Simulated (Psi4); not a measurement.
# HCTH/407/6-311++G(2d,2p) (density fitting) run of H2O3 (trioxidane)

Aim: the electrostatic solvation energy at fixed shape (ddPCM, tetrahydrofuran) of H2O3 (trioxidane) at HCTH/407/6-311++G(2d,2p) (density fitting), from 2 runs. The job is set up through a Python script.

The results are computed with Psi4 1.11.

2 further runs of the same task are left out: 2 that didn't finish.

### Step 1. Starting point

H2O3 has 5 atoms, charge 0, and is taken as a singlet. As SMILES, `OOO`. The shape is that of a GFN2-xTB (4 decimals) optimisation. This is a higher conformer, about 11 kJ/mol above the lowest found by a separate search.

Bond lengths: O1–O2 1.390 Å, O2–O3 1.391 Å, O1–H4 0.972 Å, O3–H5 0.972 Å. Angles: O1–O2–O3 110.7°, O2–O1–H4 106.7°, O2–O3–H5 106.5°.

### Step 2. A single-point energy at HCTH/407/6-311++G(2d,2p) (density fitting)

Input file h2o3.sdf:

```

     RDKit          3D

  5  4  0  0  0  0  0  0  0  0999 V2000
   -0.9840   -0.6927   -0.1378 O   0  0  0  0  0  0  0  0  0  0  0  0
   -0.1270   -0.0491    0.7472 O   0  0  0  0  0  0  0  0  0  0  0  0
    1.1764   -0.0568    0.2621 O   0  0  0  0  0  0  0  0  0  0  0  0
   -1.3787   -0.0015   -0.6960 H   0  0  0  0  0  0  0  0  0  0  0  0
    1.3133    0.8001   -0.1756 H   0  0  0  0  0  0  0  0  0  0  0  0
  2  1  1  0
  3  2  1  0
  4  1  1  0
  5  3  1  0
M  END
$$$$
```

Input file job.py:

```python
import psi4
from rdkit import Chem

psi4.set_memory('1600 MB')
psi4.set_num_threads(1)
psi4.set_output_file('h2o3.out', False)

rd = Chem.SDMolSupplier('h2o3.sdf', removeHs=False, sanitize=False)[0]
xyz = rd.GetConformer().GetPositions()
atoms = '\n'.join(f'{a.GetSymbol()} {x:.4f} {y:.4f} {z:.4f}' for a, (x, y, z) in zip(rd.GetAtoms(), xyz))
mol = psi4.geometry('0 1\n' + atoms + '\nsymmetry c1\nno_reorient\nno_com')

options = {'basis': '6-311++G(2d,2p)'}
psi4.set_options(options)

energy_value, wavefunction = psi4.energy("hcth407", molecule=mol, return_wfn=True)
print('E =', round(energy_value, 9))
```

On the command line:

```console
$ python job.py
```

h2o3.out:

```text
[...]
  Running in c1 symmetry.
[...]
  Nuclear repulsion =   79.948463967021837
[...]
  Multiplicity = 1
[...]
  Nalpha       = 13
  Nbeta        = 13
[...]
    Number of basis functions: 101
[...]
   @DF-RKS iter   1:  -226.53060192699235   -2.27316e-01   7.31114e-03 ADIIS/DIIS
[...]
   @DF-RKS iter   9:  -226.72150216777285   -1.58265e-07   4.51138e-07 DIIS
[...]
    Orbital Energies [Eh]
    ---------------------
    Doubly Occupied:
       1A    -18.868573     2A    -18.815434     3A    -18.815269
       4A     -1.132362     5A     -0.979351     6A     -0.785586
       7A     -0.558552     8A     -0.497264     9A     -0.438945
      10A     -0.394685    11A     -0.291147    12A     -0.287539
      13A     -0.254273
[...]
  @DF-RKS Final Energy:  -226.72150216777285
   => Energetics <=
    Nuclear Repulsion Energy =             79.9484639670218371
    One-Electron Energy =                -470.5371061191754052
    Two-Electron Energy =                 190.2296870282360715
    DFT Exchange-Correlation Energy =     -26.3625470438553613
    Empirical Dispersion Energy =           0.0000000000000000
    VV10 Nonlocal Energy =                  0.0000000000000000
    Total Energy =                       -226.7215021677728544
[...]
 Multipole Moments:
 ------------------------------------------------------------------------------------
     Multipole            Electronic (a.u.)      Nuclear  (a.u.)        Total (a.u.)
 ------------------------------------------------------------------------------------
 L = 1.  Multiply by 2.5417464519 to convert [e a0] to [Debye]
 Dipole X            :         -1.0119174            0.8651166           -0.1468008
 Dipole Y            :         11.5366168          -10.5639470            0.9726698
 Dipole Z            :        -12.2382587           11.5280853           -0.7101735
 Magnitude           :                                                    1.2132533
[...]
```

On the terminal:

```text
E = -226.721502168
```

It took 5.7 s on 1 thread of Intel Xeon 6975P-C (Granite Rapids), shared host; peak memory 0.53 GiB.

### Step 3. A single-point energy at HCTH/407/6-311++G(2d,2p) (density fitting, ddPCM tetrahydrofuran)

Input file h2o3.py:

```python
import psi4

psi4.set_memory(1600000000)
psi4.set_num_threads(1)
psi4.core.set_output_file('run.log', False)

geom = psi4.geometry("""
0 1
O     -1.85952830    -1.30903218    -0.26032867
O     -0.24005191    -0.09276666     1.41202226
O      2.22313050    -0.10731755     0.49533501
H     -2.60542210    -0.00287238    -1.31519269
H      2.48185291     1.51198877    -0.33183591
units bohr
symmetry c1
no_reorient
no_com
""")

options = {'basis': '6-311++G(2d,2p)', 'ddx': True, 'ddx_model': 'pcm', 'ddx_solvent': 'tetrahydrofuran', 'ddx_radii_set': 'bondi'}
psi4.set_options(options)

energy_value = psi4.energy('hcth407')
print(f'hcth407 energy: {energy_value:.10f} Eh')
```

On the command line:

```console
$ python h2o3.py
```

run.log:

```text
[...]
  Running in c1 symmetry.
[...]
  Nuclear repulsion =   79.947326012245895
[...]
  Multiplicity = 1
[...]
  Nalpha       = 13
  Nbeta        = 13
[...]
    Number of basis functions: 101
[...]
   @DF-RKS iter   1:  -226.54764722863843   -2.42972e-01   7.21629e-03 ADIIS/DIIS
[...]
   @DF-RKS iter   9:  -226.73113165473205   -4.58551e-08   2.96590e-07 DIIS
[...]
    Orbital Energies [Eh]
    ---------------------
    Doubly Occupied:
       1A    -18.870468     2A    -18.815202     3A    -18.814980
       4A     -1.133372     5A     -0.978865     6A     -0.785138
       7A     -0.557846     8A     -0.498344     9A     -0.442205
      10A     -0.396734    11A     -0.293568    12A     -0.289354
      13A     -0.256132
[...]
  @DF-RKS Final Energy:  -226.73113165473205
   => Energetics <=
    Nuclear Repulsion Energy =             79.9473260122458953
    One-Electron Energy =                -470.6202451015158204
    Two-Electron Energy =                 190.3177491824758931
    DFT Exchange-Correlation Energy =     -26.3648720129883429
    Empirical Dispersion Energy =           0.0000000000000000
    VV10 Nonlocal Energy =                  0.0000000000000000
    DD Solvation Energy =                 -0.0110897349496575
    Total Energy =                       -226.7311316547320530
[...]
 Multipole Moments:
 ------------------------------------------------------------------------------------
     Multipole            Electronic (a.u.)      Nuclear  (a.u.)        Total (a.u.)
 ------------------------------------------------------------------------------------
 L = 1.  Multiply by 2.5417464519 to convert [e a0] to [Debye]
 Dipole X            :         -1.0374468            0.8648331           -0.1726136
 Dipole Y            :         11.7103672          -10.5638147            1.1465524
 Dipole Z            :        -12.3680329           11.5292002           -0.8388327
 Magnitude           :                                                    1.4310899
[...]
```

Standard output:

```text
hcth407 energy: -226.7311316547 Eh
```

Run time: 7.8 s. Hardware: 1 thread of Intel Xeon 6975P-C (Granite Rapids), shared host; peak memory 0.51 GiB.

### Step 4. What came out

At HCTH/407/6-311++G(2d,2p) (density fitting):

```
                                          quantity          value
                           gas phase: total energy  -226.72150 Eh
                          gas phase: dipole moment         3.08 D
                            gas phase: HOMO energy       -6.92 eV
                            gas phase: LUMO energy       -1.54 eV
                          gas phase: HOMO–LUMO gap        5.38 eV
              ddPCM, tetrahydrofuran: total energy  -226.73113 Eh
             ddPCM, tetrahydrofuran: dipole moment         3.64 D
               ddPCM, tetrahydrofuran: HOMO energy       -6.97 eV
               ddPCM, tetrahydrofuran: LUMO energy       -1.72 eV
             ddPCM, tetrahydrofuran: HOMO–LUMO gap        5.25 eV
ddPCM, tetrahydrofuran: solvent term in the energy   -29.1 kJ/mol
  energy change from gas to solvent at fixed shape      -0.262 eV
```

In words: The solvent model (ddPCM, tetrahydrofuran) lowers the energy by 0.26 eV (−6.0 kcal/mol) at the same shape. It holds the electrostatic part alone, without cavity or dispersion terms.
